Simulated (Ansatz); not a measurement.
Input for Ansatz (a program for electronic structure): U-r2SCAN/def2-TZVPPD on NH2 (SMILES [NH2]), 2S+1 = 2. Files ending in .json are basis or fitting sets from the Basis Set Exchange.

Ansatz 0.2 input:
```yaml
crystal:
  periodic: [false, false, false]
  atoms:
    - {symbol: N, position_ang: [0.00000000, 0.00000000, -0.08007491]}
    - {symbol: H, position_ang: [0.00000000, -0.80231373, 0.55629442]}
    - {symbol: H, position_ang: [0.00000000, 0.80231373, 0.55629442]}
basis:
  gaussian:
    orbitals: def2-TZVPPD.json
hamiltonian:
  xc: {name: r2SCAN}
magnetization: {spin_polarized: true, initial_magnetization: 1}
```

Program output:

```
WARN ansatz: RAYON_NUM_THREADS=1 ignored (pool sized by the plan → 1); use --threads N
Functional definition: r2SCAN
integrals: 0.01 GiB planned
297 factors; their error is unknown
mean field: 0.15 GiB planned
mean field evaluation 1: about -1517.4385 eV, gradient 2.7e1 eV
mean field evaluation 2: about -1514.4709 eV, gradient 3.7e1 eV
mean field evaluation 4: about -1520.3937 eV, gradient 3.9e-1 eV
mean field evaluation 8: about -1520.3898 eV, gradient 3.1e-3 eV
mean field -1520.38977823 eV, -55.8732937929 hartree, gradient 1.8e-5 eV, S^2 0.755209; 0 other end points of the search recorded, 0 dependent functions left out
reference -1520.38978676 eV, -55.8732941061 hartree; 5, 4 occupied and 66, 67 virtual orbitals, 297 factors
Total energy: -1520.38978676 eV, -55.8732941061 hartree
```

Self-consistency was reached.

Cost: roughly 1.0 core-seconds.
